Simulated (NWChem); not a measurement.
## Correlation energy of CH2

```
C
H 1 1.1231
H 1 1.1231 2 100.29
```
Charge 0, spin multiplicity 1.

All runs are NWChem calculations. All single points use one geometry, from B3LYP/def2-SVP, a minimum by its harmonic frequencies.

Basis set: 3-21G. Each correlation energy counts from its own Hartree-Fock reference.

The correlated methods keep 1 core orbital frozen. The structure started from a generated list of species. Coupled-cluster values serve here as a point of comparison, not as the truth.

```tsv
method	correlation energy (mHa)
MP2	(withheld)
SCS-MP2	(withheld)
CCSD	(withheld)
CCSD+T(CCSD)	-89.4
CCSD(T)	-89.4
CR-CCSD[T]	-89.2
CR-CCSD(T)	-89.2
CCSDT	-89.8
```

Question: Some entries are withheld; supply them.

Answer: 
- MP2, correlation energy (mHa): -65.9
- SCS-MP2, correlation energy (mHa): -72.3
- CCSD, correlation energy (mHa): -87.8
